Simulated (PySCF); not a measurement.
Isomers of C5H11N, one GFN2-xTB conformer each. Single-point energies are computed at PBE0/pcSseg-1 (PySCF, gas phase, no added dispersion term), electronic only.

**Question.** Rank them by PBE0/pcSseg-1 energy, lowest first (kcal/mol).
A. `[CH2:1]=[CH:2][CH2:3][C@H:4]([CH3:5])[NH2:6]` with C1–C2–C3–C4 -115°, C2–C3–C4–C5 -70°, C3–C4–N6–H -59° and 61°
B. `[CH2:1]=[CH:2][C@@H:3]([CH3:4])[NH:5][CH3:6]` with C1–C2–C3–C4 108°, C2–C3–N5–C6 70°

**Answer.** A (0.0), B (5.0).

GFN2-xTB itself gives, in the same order: 0.2, 0.0. GFN2-xTB puts C=C[C@@H](C)NC lowest instead.

**Question.** Which frontier levels, dipoles and rotational constants go with these structures?

**Answer.** 
| SMILES | HOMO (eV, PBE0/pcSseg-1) | LUMO (eV) | dipole (D) | A, B, C (MHz) |
| --- | --- | --- | --- | --- |
| C=CC[C@H](C)N | -6.64 | 0.40 | 1.01 | 6850, 1957, 1668 |
| C=C[C@@H](C)NC | -6.45 | 0.43 | 1.03 | 4171, 2998, 1926 |
